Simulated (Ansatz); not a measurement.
**CH5Al (SMILES [CH3][AlH2]) at 6 levels**

Aim: a comparison of 6 runs (HF/STO-3G, B3LYP/STO-3G, BLYP/STO-3G, PBE/STO-3G, UB3LYP/STO-3G, CCSD(T)/STO-3G) of CH5Al. 

The calculation is run with Ansatz 0.2.0.

43 further runs of the same task are left out: 1 that didn't finish, 42 set aside as unsound or not needed.

## 1. The structure to begin with

CH5Al has 7 atoms, charge 0, and is taken as a singlet. As SMILES, `[CH3][AlH2]`. The H4–C1 distance was set to 2.743 Å, away from the relaxed value. At this shape a bond of the SMILES string is far longer than usual.

Bond lengths: C1–Al2 1.950 Å, C1–H3 1.093 Å, C1–H5 1.093 Å, Al2–H6 1.590 Å, Al2–H7 1.590 Å. Angles: C1–Al2–H6 120.6°, C1–Al2–H7 120.6°, Al2–C1–H3 112.6°, Al2–C1–H5 112.5°, H6–Al2–H7 118.8°, H3–C1–H5 108.6°.

## 2. The energy at HF/STO-3G (run 1)

run.yaml reads:

```yaml
crystal:
  periodic: [false, false, false]
  atoms:
    - {symbol: C, position_ang: [0.580368, -1.279410, 0.788570]}
    - {symbol: Al, position_ang: [1.591768, 0.194490, 1.568770]}
    - {symbol: H, position_ang: [-0.034232, -1.803410, 1.524870]}
    - {symbol: H, position_ang: [-1.134400, -0.306400, -1.118200]}
    - {symbol: H, position_ang: [1.222268, -2.009310, 0.288470]}
    - {symbol: H, position_ang: [1.044868, 0.965490, 2.847470]}
    - {symbol: H, position_ang: [2.963668, 0.667790, 0.918670]}
basis:
  gaussian:
    orbitals: STO-3G
hamiltonian:
  xc: hf
accuracy: high
```

Launch:

```sh
$ ansatz run run.yaml --threads 1 --pin off --max-ram 2610MiB --events-out events.jsonl --progress --plain --runs-dir runs
```

What it wrote:

```text
Warning: RAYON_NUM_THREADS=1 ignored (pool sized by the plan → 1); use --threads N
Functional definition: HF
  name "HF"
  exchange = exact_x
  correlation = 0
333 factors; integrals over basis functions are off by at most 2.5e-8 eV
mean field evaluation 1: about -7586.2311 eV, gradient 2.2e1 eV
mean field evaluation 2: about -7586.2415 eV, gradient 2.2e1 eV
mean field evaluation 4: about -7590.4319 eV, gradient 3.0e0 eV
mean field evaluation 8: about -7590.4990 eV, gradient 6.8e-4 eV
mean field -7590.49488540 eV, -278.9455420162 hartree, gradient 1.6e-8 eV, S^2 0.000000; 0 other end points of the search recorded, 0 dependent functions left out
reference -7590.49488540 eV, -278.9455420162 hartree; 12, 12 occupied and 7, 7 virtual orbitals, 333 factors
Total energy: -7590.49488540 eV, -278.9455420162 hartree
```

It took 0.1 s on 1 thread of Arm Neoverse V1, shared host.

## 3. A single-point energy at B3LYP/STO-3G (run 2)

in.yaml reads:

```yaml
crystal:
  periodic: [false, false, false]
  atoms:
    - symbol: C
      position_ang: [0.580368, -1.279410, 0.788570]
    - symbol: Al
      position_ang: [1.591768, 0.194490, 1.568770]
    - symbol: H
      position_ang: [-0.034232, -1.803410, 1.524870]
    - symbol: H
      position_ang: [-1.134400, -0.306400, -1.118200]
    - symbol: H
      position_ang: [1.222268, -2.009310, 0.288470]
    - symbol: H
      position_ang: [1.044868, 0.965490, 2.847470]
    - symbol: H
      position_ang: [2.963668, 0.667790, 0.918670]
basis:
  gaussian:
    orbitals: STO-3G
hamiltonian:
  xc: {name: B3LYP}
accuracy: high
```

Launch:

```sh
$ ansatz run in.yaml --threads 1 --pin off --max-ram 2610MiB --events-out events.jsonl --progress --plain --runs-dir runs
```

What it wrote:

```text
Warning: RAYON_NUM_THREADS=1 ignored (pool sized by the plan → 1); use --threads N
Functional definition: B3LYP
  name "B3LYP"
  parameter a0 = 0.2
  parameter ax = 0.72
  parameter ac = 0.81
  exchange = (1 - a0 - ax)*slater_x + ax*b88_x + a0*exact_x
  correlation = (1 - ac)*vwn_rpa_c + ac*lyp_c
333 factors; integrals over basis functions are off by at most 2.5e-8 eV
mean field evaluation 1: about -7611.7132 eV, gradient 2.6e1 eV
mean field evaluation 2: about -7601.3014 eV, gradient 3.8e1 eV
mean field evaluation 4: about -7614.7057 eV, gradient 1.5e1 eV
mean field evaluation 8: about -7614.6423 eV, gradient 1.5e1 eV
mean field -7615.54444394 eV, -279.8660963135 hartree, gradient 3.1e-8 eV, S^2 0.000000; 0 other end points of the search recorded, 0 dependent functions left out
reference -7615.54447623 eV, -279.8660975000 hartree; 12, 12 occupied and 7, 7 virtual orbitals, 333 factors
Total energy: -7615.54447623 eV, -279.8660975000 hartree
```

Run time: 1.4 s. Hardware: 1 thread of Arm Neoverse V1, shared host; peak memory 0.099 GiB.

Runs 3 to 5 aren't shown in full; the table further down has their settings and results.

## 4. The energy at CCSD(T)/STO-3G (run 6)

input.yaml reads:

```yaml
crystal:
  periodic: [false, false, false]
  atoms:
    - symbol: C
      position_ang: [0.580368, -1.279410, 0.788570]
    - symbol: Al
      position_ang: [1.591768, 0.194490, 1.568770]
    - symbol: H
      position_ang: [-0.034232, -1.803410, 1.524870]
    - symbol: H
      position_ang: [-1.134400, -0.306400, -1.118200]
    - symbol: H
      position_ang: [1.222268, -2.009310, 0.288470]
    - symbol: H
      position_ang: [1.044868, 0.965490, 2.847470]
    - symbol: H
      position_ang: [2.963668, 0.667790, 0.918670]
basis:
  gaussian:
    orbitals: STO-3G
accuracy: high
correlation:
  method: ccsd_t
  frozen_orbitals: {Al: 5, C: 1, H: 0}
scf:
  omitted_lower_state_checks: [cluster_reference, increment]
```

Launch:

```sh
$ ansatz run input.yaml --threads 1 --pin off --max-ram 2610MiB --events-out events.jsonl --progress --plain --runs-dir runs
```

What it wrote:

```text
Warning: RAYON_NUM_THREADS=1 ignored (pool sized by the plan → 1); use --threads N
[... 11 lines left out ...]
6 core orbitals not correlated: weight in the atoms' cores, before any rotation towards them, 0.999 or more for the frozen orbitals, at most 0.000 for the correlated occupied ones
[... 34 lines left out ...]
WARN: these amplitudes may be one of several solutions (largest doubles amplitude 0.74, level shift 11.71 eV)
Total energy: -7598.54126032 eV, -279.2412408406 hartree
Checks for a lower state left out: cluster_reference, increment
```

Run time: 0.16 s. Hardware: 1 thread of Arm Neoverse V1, shared host.

## 5. All runs side by side

```tsv
run	level	frozen core orbitals	energy (Eh)	wall time
1	HF/STO-3G	–	-278.945542	0.1 s
2	B3LYP/STO-3G	–	-279.866097	1.4 s
3	BLYP/STO-3G	–	-279.816723	1.4 s
4	PBE/STO-3G	–	-279.653125	1.3 s
5	UB3LYP/STO-3G	–	-279.923381	5.1 s
6	CCSD(T)/STO-3G	6	-279.241241	0.16 s
```

## 6. Results

| quantity | value |
| --- | --- |
| run 6: total energy | -279.24124 Eh |
| run 6: correlation energy (6 core orbitals frozen) | -295.7 mEh |
| run 6: (T) correction | -7.40 mEh |
| run 6: T1 diagnostic | 0.037 |

**Reading.** Totals of different functionals can't be ranked against each other. In run 6 the T1 diagnostic is large, so a single reference may not serve. In run 6 the log says that unrestricted orbitals would lower the reference, so the values rest on an unstable closed-shell determinant (other closed-shell runs at this shape may share the fault). In runs 1, 2, 3, 4, 5, 6 the basis is minimal, so the values are rough. Spin contamination of the reference: run 5 ⟨S²⟩ = 0.94. Where it is this large, the reference is a mixture of spin states, and values that rest on it are in doubt. All runs together took 9.5 s, the longest 5.1 s.
